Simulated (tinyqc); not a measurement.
CCSD on RHF in the sto-6g basis, frozen core, for H2O, spin multiplicity 1, step by step (part 1 of 2). Computed by tinyqc, a small Python program that keeps every step (integrals from PySCF). Settings: charge = 0, multiplicity = 1, basis = sto-6g, method = RHF, frozen orbitals = 1, energy threshold = 1e-10, iteration cap = 66, orthogonalisation = symmetric, start = Wolfsberg-Helmholz matrix, DIIS depth = 6, amplitude equations = CCSD, DIIS depth for amplitudes = 4, cap on updates = 53. Command: `OMP_NUM_THREADS=1 python tinyqc.py 31310 31311 out.jsonl` (the two numbers bound the seeds that draw the settings). One thread of a shared host (Intel(R) Xeon(R) Processor @ 2.60GHz), about 0.3 s of CPU time with the checks. The early iterations of the SCF are left out here.

## One-electron integrals

Geometry (angstrom):
```
atom         x          y         z
O     0.000000   0.000000  0.000000
H     0.000000   0.746000  0.487000
H     0.000000  -0.746000  0.487000
```

Basis sto-6g: exponents (1/bohr^2) and contraction coefficients of normalised primitives:
```
element  l (shell)     exponent  coefficient
O            s (1)  1355.584234     0.009164
O            s (1)   248.544885     0.049361
O            s (1)    69.533902     0.168538
O            s (1)    23.886772     0.370563
O            s (1)     9.275933     0.416492
O            s (1)     3.820341     0.130334
O            s (2)    52.187762    -0.013253
O            s (2)    10.329320    -0.046992
O            s (2)     3.210345    -0.033785
O            s (2)     1.235135     0.250242
O            s (2)     0.536420     0.595117
O            s (2)     0.245881     0.240706
O            p (3)    52.187762     0.003760
O            p (3)    10.329320     0.037679
O            p (3)     3.210345     0.173897
O            p (3)     1.235135     0.418036
O            p (3)     0.536420     0.425860
O            p (3)     0.245881     0.101708
H            s (1)    35.523221     0.009164
H            s (1)     6.513144     0.049361
H            s (1)     1.822143     0.168538
H            s (1)     0.625955     0.370563
H            s (1)     0.243077     0.416492
H            s (1)     0.100112     0.130334
```

Overlap, kinetic and nuclear-attraction integrals over the contracted functions; the nuclear repulsion is the sum of Za Zb / Rab.

nuclear repulsion = 9.85847075 hartree

overlap S, order 1O 1s, 1O 2s, 1O 2px, 1O 2py, 1O 2pz, 2H 1s, 3H 1s:
$$\begin{pmatrix}
1.000000 & 0.231145 & 0.000000 & 0.000000 & 0.000000 & 0.064504 & 0.064504 \\
0.231145 & 1.000000 & 0.000000 & 0.000000 & 0.000000 & 0.521146 & 0.521146 \\
0.000000 & 0.000000 & 1.000000 & 0.000000 & 0.000000 & 0.000000 & 0.000000 \\
0.000000 & 0.000000 & 0.000000 & 1.000000 & 0.000000 & 0.347204 & -0.347204 \\
0.000000 & 0.000000 & 0.000000 & 0.000000 & 1.000000 & 0.226660 & 0.226660 \\
0.064504 & 0.521146 & 0.000000 & 0.347204 & 0.226660 & 1.000000 & 0.259808 \\
0.064504 & 0.521146 & 0.000000 & -0.347204 & 0.226660 & 0.259808 & 1.000000
\end{pmatrix}$$

kinetic energy T (hartree), order 1O 1s, 1O 2s, 1O 2px, 1O 2py, 1O 2pz, 2H 1s, 3H 1s:
$$\begin{pmatrix}
29.327197 & -0.896024 & 0.000000 & 0.000000 & 0.000000 & 0.000687 & 0.000687 \\
-0.896024 & 0.842618 & 0.000000 & 0.000000 & 0.000000 & 0.162673 & 0.162673 \\
0.000000 & 0.000000 & 2.531309 & 0.000000 & 0.000000 & 0.000000 & 0.000000 \\
0.000000 & 0.000000 & 0.000000 & 2.531309 & 0.000000 & 0.280710 & -0.280710 \\
0.000000 & 0.000000 & 0.000000 & 0.000000 & 2.531309 & 0.183252 & 0.183252 \\
0.000687 & 0.162673 & 0.000000 & 0.280710 & 0.183252 & 0.768522 & 0.009844 \\
0.000687 & 0.162673 & 0.000000 & -0.280710 & 0.183252 & 0.009844 & 0.768522
\end{pmatrix}$$

nuclear attraction V (hartree), order 1O 1s, 1O 2s, 1O 2px, 1O 2py, 1O 2pz, 2H 1s, 3H 1s:
$$\begin{pmatrix}
-62.446290 & -6.425875 & 0.000000 & 0.000000 & -0.020728 & -2.058107 & -2.058107 \\
-6.425875 & -10.164469 & 0.000000 & 0.000000 & -0.223998 & -4.332344 & -4.332344 \\
0.000000 & 0.000000 & -10.066644 & 0.000000 & 0.000000 & 0.000000 & 0.000000 \\
0.000000 & 0.000000 & 0.000000 & -10.271595 & 0.000000 & -2.595582 & 2.595582 \\
-0.020728 & -0.223998 & 0.000000 & 0.000000 & -10.153987 & -1.768071 & -1.768071 \\
-2.058107 & -4.332344 & 0.000000 & -2.595582 & -1.768071 & -6.119146 & -1.764472 \\
-2.058107 & -4.332344 & 0.000000 & 2.595582 & -1.768071 & -1.764472 & -6.119146
\end{pmatrix}$$

core Hamiltonian H = T + V (hartree), order 1O 1s, 1O 2s, 1O 2px, 1O 2py, 1O 2pz, 2H 1s, 3H 1s:
$$\begin{pmatrix}
-33.119092 & -7.321900 & 0.000000 & 0.000000 & -0.020728 & -2.057419 & -2.057419 \\
-7.321900 & -9.321851 & 0.000000 & 0.000000 & -0.223998 & -4.169672 & -4.169672 \\
0.000000 & 0.000000 & -7.535335 & 0.000000 & 0.000000 & 0.000000 & 0.000000 \\
0.000000 & 0.000000 & 0.000000 & -7.740286 & 0.000000 & -2.314872 & 2.314872 \\
-0.020728 & -0.223998 & 0.000000 & 0.000000 & -7.622678 & -1.584819 & -1.584819 \\
-2.057419 & -4.169672 & 0.000000 & -2.314872 & -1.584819 & -5.350624 & -1.754628 \\
-2.057419 & -4.169672 & 0.000000 & 2.314872 & -1.584819 & -1.754628 & -5.350624
\end{pmatrix}$$

## Two-electron integrals

Functions are numbered as in S; the eight-fold symmetry (ij|kl) = (ji|kl) = (kl|ij) leaves the list below.

Two-electron integrals (ij|kl) in chemists' order, unique and non-zero (hartree):
```
(11|11) 4.787491    (21|11) 0.675884    (21|21) 0.121505    (22|11) 1.117379
(22|21) 0.249212    (22|22) 0.817383    (31|31) 0.025762    (32|31) 0.039145
(32|32) 0.180664    (33|11) 1.117381    (33|21) 0.249212    (33|22) 0.817382
(33|33) 0.880663    (41|41) 0.025762    (42|41) 0.039145    (42|42) 0.180664
(43|43) 0.047461    (44|11) 1.117381    (44|21) 0.249212    (44|22) 0.817382
(44|33) 0.785741    (44|44) 0.880663    (51|51) 0.025762    (52|51) 0.039145
(52|52) 0.180664    (53|53) 0.047461    (54|54) 0.047461    (55|11) 1.117381
(55|21) 0.249212    (55|22) 0.817382    (55|33) 0.785741    (55|44) 0.785741
(55|55) 0.880663    (61|11) 0.201686    (61|21) 0.034722    (61|22) 0.069556
(61|33) 0.069403    (61|41) 0.001413    (61|42) 0.002747    (61|44) 0.069725
(61|51) 0.000922    (61|52) 0.001793    (61|54) 0.000210    (61|55) 0.069540
(61|61) 0.010115    (62|11) 0.451378    (62|21) 0.101890    (62|22) 0.365264
(62|33) 0.359515    (62|41) 0.006745    (62|42) 0.047871    (62|44) 0.371607
(62|51) 0.004404    (62|52) 0.031251    (62|54) 0.007894    (62|55) 0.364668
(62|61) 0.029203    (62|62) 0.195987    (63|31) 0.011811    (63|32) 0.064790
(63|43) 0.010079    (63|53) 0.006580    (63|63) 0.029115    (64|11) 0.257377
(64|21) 0.058968    (64|22) 0.225446    (64|33) 0.215060    (64|41) 0.015337
(64|42) 0.093367    (64|44) 0.242930    (64|51) 0.002302    (64|52) 0.018655
(64|54) 0.011614    (64|55) 0.218347    (64|61) 0.017758    (64|62) 0.147153
(64|64) 0.138698    (65|11) 0.168019    (65|21) 0.038495    (65|22) 0.147174
(65|33) 0.140394    (65|41) 0.002302    (65|42) 0.018655    (65|44) 0.145429
(65|51) 0.013313    (65|52) 0.076969    (65|54) 0.013366    (65|55) 0.155700
(65|61) 0.011593    (65|62) 0.096063    (65|64) 0.071538    (65|65) 0.075816
(66|11) 0.564776    (66|21) 0.129808    (66|22) 0.527560    (66|33) 0.506243
(66|41) 0.012075    (66|42) 0.113464    (66|44) 0.551084    (66|51) 0.007883
(66|52) 0.074071    (66|54) 0.029273    (66|55) 0.525353    (66|61) 0.037681
(66|62) 0.343998    (66|64) 0.295681    (66|65) 0.193025    (66|66) 0.774999
(71|11) 0.201686    (71|21) 0.034722    (71|22) 0.069556    (71|33) 0.069403
(71|41) -0.001413   (71|42) -0.002747   (71|44) 0.069725    (71|51) 0.000922
(71|52) 0.001793    (71|54) -0.000210   (71|55) 0.069540    (71|61) 0.009947
(71|62) 0.028139    (71|64) 0.015445    (71|65) 0.011155    (71|66) 0.035661
(71|71) 0.010115    (72|11) 0.451378    (72|21) 0.101890    (72|22) 0.365264
(72|33) 0.359515    (72|41) -0.006745   (72|42) -0.047871   (72|44) 0.371607
(72|51) 0.004404    (72|52) 0.031251    (72|54) -0.007894   (72|55) 0.364668
(72|61) 0.028139    (72|62) 0.159811    (72|64) 0.082149    (72|65) 0.075997
(72|66) 0.232080    (72|71) 0.029203    (72|72) 0.195987    (73|31) 0.011811
(73|32) 0.064790    (73|43) -0.010079   (73|53) 0.006580    (73|63) 0.023009
(73|73) 0.029115    (74|11) -0.257377   (74|21) -0.058968   (74|22) -0.225446
(74|33) -0.215060   (74|41) 0.015337    (74|42) 0.093367    (74|44) -0.242930
(74|51) -0.002302   (74|52) -0.018655   (74|54) 0.011614    (74|55) -0.218347
(74|61) -0.015445   (74|62) -0.082149   (74|64) -0.019470   (74|65) -0.038111
(74|66) -0.103727   (74|71) -0.017758   (74|72) -0.147153   (74|74) 0.138698
(75|11) 0.168019    (75|21) 0.038495    (75|22) 0.147174    (75|33) 0.140394
(75|41) -0.002302   (75|42) -0.018655   (75|44) 0.145429    (75|51) 0.013313
(75|52) 0.076969    (75|54) -0.013366   (75|55) 0.155700    (75|61) 0.011155
(75|62) 0.075997    (75|64) 0.038111    (75|65) 0.058622    (75|66) 0.121342
(75|71) 0.011593    (75|72) 0.096063    (75|74) -0.071538   (75|75) 0.075816
(76|11) 0.177314    (76|21) 0.040324    (76|22) 0.154095    (76|33) 0.151061
(76|44) 0.154424    (76|51) 0.002873    (76|52) 0.023257    (76|55) 0.156799
(76|61) 0.011404    (76|62) 0.079822    (76|64) 0.051493    (76|65) 0.043996
(76|66) 0.139472    (76|71) 0.011404    (76|72) 0.079822    (76|74) -0.051493
(76|75) 0.043996    (76|76) 0.038345    (77|11) 0.564776    (77|21) 0.129808
(77|22) 0.527560    (77|33) 0.506243    (77|41) -0.012075   (77|42) -0.113464
(77|44) 0.551084    (77|51) 0.007883    (77|52) 0.074071    (77|54) -0.029273
(77|55) 0.525353    (77|61) 0.035661    (77|62) 0.232080    (77|64) 0.103727
(77|65) 0.121342    (77|66) 0.347474    (77|71) 0.037681    (77|72) 0.343998
(77|74) -0.295681   (77|75) 0.193025    (77|76) 0.139472    (77|77) 0.774999
```

## Orthogonalisation

S = U s U^T; symmetric (Loewdin) form X = U s^(-1/2) U^T, so that X^T S X = 1.

eigenvalues of S: [0.299971, 0.362182, 0.895716, 1.000000, 1.076112, 1.378010, 1.988010]

X, order 1O 1s, 1O 2s, 1O 2px, 1O 2py, 1O 2pz, 2H 1s, 3H 1s:
$$\begin{pmatrix}
1.023085 & -0.142308 & 0.000000 & 0.000000 & -0.009665 & 0.021278 & 0.021278 \\
-0.142308 & 1.312441 & 0.000000 & 0.000000 & 0.124652 & -0.346532 & -0.346532 \\
0.000000 & 0.000000 & 1.000000 & 0.000000 & 0.000000 & 0.000000 & 0.000000 \\
0.000000 & 0.000000 & 0.000000 & 1.153202 & 0.000000 & -0.276774 & 0.276774 \\
-0.009665 & 0.124652 & 0.000000 & 0.000000 & 1.053292 & -0.148572 & -0.148572 \\
0.021278 & -0.346532 & 0.000000 & -0.276774 & -0.148572 & 1.263577 & -0.096731 \\
0.021278 & -0.346532 & 0.000000 & 0.276774 & -0.148572 & -0.096731 & 1.263577
\end{pmatrix}$$

## Iteration 7 (converged): orbitals

converged F (hartree), order 1O 1s, 1O 2s, 1O 2px, 1O 2py, 1O 2pz, 2H 1s, 3H 1s:
$$\begin{pmatrix}
-20.481510 & -4.963457 & 0.000000 & 0.000000 & -0.030169 & -1.392980 & -1.392980 \\
-4.963457 & -2.359920 & 0.000000 & 0.000000 & -0.144075 & -1.124757 & -1.124757 \\
0.000000 & 0.000000 & -0.396410 & 0.000000 & 0.000000 & 0.000000 & 0.000000 \\
0.000000 & 0.000000 & 0.000000 & -0.393454 & 0.000000 & -0.430363 & 0.430363 \\
-0.030169 & -0.144075 & 0.000000 & 0.000000 & -0.388203 & -0.351099 & -0.351099 \\
-1.392980 & -1.124757 & 0.000000 & -0.430363 & -0.351099 & -0.666066 & -0.444280 \\
-1.392980 & -1.124757 & 0.000000 & 0.430363 & -0.351099 & -0.444280 & -0.666066
\end{pmatrix}$$

Diagonalise F' = X^T F X, C = X C', fill 5 alpha and 5 beta electrons from the bottom; D = 2 C_occ C_occ^T. Each column has its largest component positive (the first on a tie).

F' = X^T F X (hartree):
$$\begin{pmatrix}
-20.148769 & -2.506882 & 0.000000 & 0.000000 & -0.041430 & -0.269218 & -0.269218 \\
-2.506882 & -1.112399 & 0.000000 & 0.000000 & 0.111487 & -0.586280 & -0.586280 \\
0.000000 & 0.000000 & -0.396410 & 0.000000 & 0.000000 & 0.000000 & 0.000000 \\
0.000000 & 0.000000 & 0.000000 & -0.007778 & 0.000000 & -0.531966 & 0.531966 \\
-0.041430 & 0.111487 & 0.000000 & 0.000000 & -0.248447 & -0.317767 & -0.317767 \\
-0.269218 & -0.586280 & 0.000000 & -0.531966 & -0.317767 & 0.052309 & -0.125132 \\
-0.269218 & -0.586280 & 0.000000 & 0.531966 & -0.317767 & -0.125132 & 0.052309
\end{pmatrix}$$

orbital energies (hartree): MO1 -20.484928, MO2 -1.300444, MO3 -0.673161, MO4 -0.445918, MO5 -0.396410, MO6 0.648851, MO7 0.842824

coefficients C, order 1O 1s, 1O 2s, 1O 2px, 1O 2py, 1O 2pz, 2H 1s, 3H 1s:
$$\begin{pmatrix}
0.996504 & -0.220567 & 0.000000 & 0.091788 & 0.000000 & -0.133638 & 0.000000 \\
0.017184 & 0.816720 & 0.000000 & -0.517323 & 0.000000 & 1.031266 & 0.000000 \\
0.000000 & 0.000000 & 0.000000 & 0.000000 & 1.000000 & 0.000000 & 0.000000 \\
0.000000 & 0.000000 & 0.604500 & 0.000000 & 0.000000 & 0.000000 & 1.057195 \\
0.003482 & 0.141424 & 0.000000 & 0.822410 & 0.000000 & 0.687628 & 0.000000 \\
-0.004361 & 0.159721 & 0.429931 & 0.238435 & 0.000000 & -0.860811 & -0.903871 \\
-0.004361 & 0.159721 & -0.429931 & 0.238435 & 0.000000 & -0.860811 & 0.903871
\end{pmatrix}$$

D after iteration 7, order 1O 1s, 1O 2s, 1O 2px, 1O 2py, 1O 2pz, 2H 1s, 3H 1s:
$$\begin{pmatrix}
2.100188 & -0.421001 & 0.000000 & 0.000000 & 0.095527 & -0.035378 & -0.035378 \\
-0.421001 & 1.869898 & 0.000000 & 0.000000 & -0.619776 & 0.014050 & 0.014050 \\
0.000000 & 0.000000 & 2.000000 & 0.000000 & 0.000000 & 0.000000 & 0.000000 \\
0.000000 & 0.000000 & 0.000000 & 0.730841 & 0.000000 & 0.519787 & -0.519787 \\
0.095527 & -0.619776 & 0.000000 & 0.000000 & 1.392742 & 0.437329 & 0.437329 \\
-0.035378 & 0.014050 & 0.000000 & 0.519787 & 0.437329 & 0.534444 & -0.204920 \\
-0.035378 & 0.014050 & 0.000000 & -0.519787 & 0.437329 & -0.204920 & 0.534444
\end{pmatrix}$$

## Convergence

Stop when the energy changes by less than 1e-10 hartree and every element of the error matrix X^T (F D S - S D F) X is below 3e-06.

Course of the cycle:
```
iteration   E (hartree)     change  largest element of the error matrix
1          -75.42905540          -                             4.64e-01
2          -75.63519029  -2.06e-01                             9.33e-02
3          -75.65176198  -1.66e-02                             2.66e-02
4          -75.65288391  -1.12e-03                             3.73e-03
5          -75.65292492  -4.10e-05                             2.59e-04
6          -75.65292508  -1.57e-07                             9.01e-06
7          -75.65292508  -8.03e-11                             1.00e-07
```

PySCF RHF in the same basis = -75.65292508 hartree

Converged in 7 iterations.

## Integrals over molecular orbitals

(pq|rs) = sum C_ip C_jq C_kr C_ls (ij|kl), one index at a time.

one-electron integrals over orbitals h = C^T H C (hartree):
$$\begin{pmatrix}
-33.104845 & 0.567486 & 0.000000 & -0.230535 & 0.000000 & 0.355627 & 0.000000 \\
0.567486 & -7.785637 & 0.000000 & 0.364325 & 0.000000 & -1.471809 & 0.000000 \\
0.000000 & 0.000000 & -6.564312 & 0.000000 & 0.000000 & 0.000000 & -1.726467 \\
-0.230535 & 0.364325 & 0.000000 & -7.220406 & 0.000000 & -0.906946 & 0.000000 \\
0.000000 & 0.000000 & 0.000000 & 0.000000 & -7.535335 & 0.000000 & 0.000000 \\
0.355627 & -1.471809 & 0.000000 & -0.906946 & 0.000000 & -5.323545 & 0.000000 \\
0.000000 & 0.000000 & -1.726467 & 0.000000 & 0.000000 & 0.000000 & -5.678682
\end{pmatrix}$$

Two-electron integrals over orbitals (pq|rs), unique and non-zero (hartree); the lowest 1 orbital is frozen and left out:
```
(22|22) 0.733710    (32|32) 0.151001    (33|22) 0.658199    (33|33) 0.652541
(42|22) 0.015301    (42|33) 0.007609    (42|42) 0.122867    (43|32) 0.015788
(43|43) 0.043100    (44|22) 0.690712    (44|33) 0.617895    (44|42) -0.104446
(44|44) 0.828341    (52|52) 0.144005    (53|53) 0.030078    (54|52) -0.044159
(54|54) 0.057105    (55|22) 0.749541    (55|33) 0.642001    (55|42) -0.057706
(55|44) 0.749491    (55|55) 0.880663    (62|22) 0.145756    (62|33) 0.077184
(62|42) 0.019316    (62|44) 0.107585    (62|55) 0.166135    (62|62) 0.104328
(63|32) -0.046706   (63|43) -0.024499   (63|63) 0.074452    (64|22) 0.083075
(64|33) 0.038301    (64|42) -0.010699   (64|44) 0.102281    (64|55) 0.094430
(64|62) 0.060785    (64|64) 0.052130    (65|52) 0.064098    (65|54) -0.005056
(65|65) 0.041289    (66|22) 0.616522    (66|33) 0.579063    (66|42) 0.063858
(66|44) 0.548818    (66|55) 0.589127    (66|62) 0.092749    (66|64) 0.041316
(66|66) 0.597511    (72|32) 0.036324    (72|43) -0.031874   (72|63) 0.036556
(72|72) 0.059491    (73|22) 0.135286    (73|33) 0.094757    (73|42) -0.068826
(73|44) 0.172036    (73|55) 0.186583    (73|62) 0.081457    (73|64) 0.061928
(73|66) 0.036343    (73|73) 0.147271    (74|32) -0.073823   (74|43) 0.010293
(74|63) 0.040108    (74|72) -0.016919   (74|74) 0.063736    (75|53) 0.023734
(75|75) 0.024496    (76|32) 0.107230    (76|43) 0.039437    (76|63) -0.069931
(76|72) -0.009420   (76|74) -0.055461   (76|76) 0.121964    (77|22) 0.634173
(77|33) 0.625122    (77|42) -0.013528   (77|44) 0.626693    (77|55) 0.636530
(77|62) 0.074318    (77|64) 0.035412    (77|66) 0.571456    (77|73) 0.099525
(77|77) 0.633430
```

## CCSD: starting amplitudes

t_ij^ab = <ij||ab> / (e_i + e_j - e_a - e_b), whose energy is MP2.

Starting amplitudes (spin orbitals 1a, 1b, ...; amplitudes related by a flip of all spins are not repeated):
```
from      to          t
3a 3b  7a 7b  -0.048573
3a 3b  6a 6b  -0.028159
2a 2b  6a 6b  -0.026760
4a 4b  7a 7b  -0.024728
4a 4b  6a 6b  -0.023809
3a 4b  6b 7a   0.023720
2a 3b  6a 7b  -0.023507
2a 4b  6a 6b  -0.019968
5a 5b  6a 6b  -0.019751
3a 4b  6a 7b  -0.015363
2a 2b  7a 7b  -0.013879
2a 3a  6a 7a  -0.012957
2a 3b  6b 7a   0.010549
5a 5b  7a 7b  -0.009884
3a 4a  6a 7a   0.008358
2a 4b  7a 7b   0.004930
```

correlation energy = -0.02963580 hartree

## CCSD: amplitude update 1

t_i^a D_i^a and t_ij^ab D_ij^ab are set to the remaining terms of the spin-orbital equations, evaluated with the old amplitudes; for the doubles these are <ij||ab> + 1/2 <ab||ef> t_ij^ef + 1/2 <mn||ij> t_mn^ab + P(ij)P(ab) <mb||ej> t_im^ae + terms in t^2 + terms with t1, D the orbital-energy denominators.

Amplitudes after update 1 (spin orbitals 1a, 1b, ...; amplitudes related by a flip of all spins are not repeated):
```
from      to          t
3a 3b  7a 7b  -0.060987
3a 3b  6a 6b  -0.036887
4a 4b  7a 7b  -0.031183
2a 2b  6a 6b  -0.030906
3a 4b  6b 7a   0.030603
4a 4b  6a 6b  -0.029713
2a 3b  6a 7b  -0.029562
2a 4b  6a 6b  -0.027218
5a 5b  6a 6b  -0.024480
3a 4b  6a 7b  -0.022169
2a 3b  6b 7a   0.016008
2a 2b  7a 7b  -0.015538
2a 3a  6a 7a  -0.013554
5a 5b  7a 7b  -0.010652
3a 4a  6a 7a   0.008434
2a 4b  7a 7b   0.004901
4a        6a  -0.004629
3a        7a  -0.002477
2a        6a  -0.001446
```

correlation energy = -0.03729391 hartree

## CCSD: amplitude update 2

As before.

Amplitudes after update 2 (spin orbitals 1a, 1b, ...; amplitudes related by a flip of all spins are not repeated):
```
from      to          t
3a 3b  7a 7b  -0.064603
3a 3b  6a 6b  -0.039729
4a 4b  7a 7b  -0.033242
3a 4b  6b 7a   0.032950
4a 4b  6a 6b  -0.032054
2a 2b  6a 6b  -0.031740
2a 3b  6a 7b  -0.031002
2a 4b  6a 6b  -0.029724
5a 5b  6a 6b  -0.025930
3a 4b  6a 7b  -0.025178
2a 3b  6b 7a   0.018084
2a 2b  7a 7b  -0.015709
2a 3a  6a 7a  -0.012919
5a 5b  7a 7b  -0.010372
3a 4a  6a 7a   0.007772
4a        6a  -0.007518
2a 4b  7a 7b   0.004608
3a        7a  -0.003220
2a        6a  -0.001912
```

correlation energy = -0.03956239 hartree
